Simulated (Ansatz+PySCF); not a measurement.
Results of a calculation; reference values are marked as such.
Several solutions for doublet NO

```yaml
atoms:
  - { symbol: N, position_ang: [0.0000, 0.0000, -0.7616] }
  - { symbol: O, position_ang: [0.0000, 0.0000, 0.6664] }
```

Basis set: STO-3G (spherical functions). Charge 0, multiplicity 2.

PBE0 (unrestricted) was run from several starts with Ansatz (development build ahead of 0.2.0) and PySCF 2.14.0.

| run | program | start | converged | energy (hartree) | <S²> |
| --- | --- | --- | --- | --- | --- |
| A | Ansatz | stability test followed | yes | -127.97605 | – |
| B | Ansatz | atomic start, no search | yes | -127.97606 | 1.09 |
| C | Ansatz | stability test followed | yes | -127.97606 | 1.09 |
| D | Ansatz | search for the lowest state | yes | -127.97606 | 1.09 |
| E | PySCF | program defaults | no | – | – |

Problem. Which runs reached the lowest solution of this kind, and what is wrong with the others?

Solution. A, B, C, D reached the lowest solution found. Not converged: E.
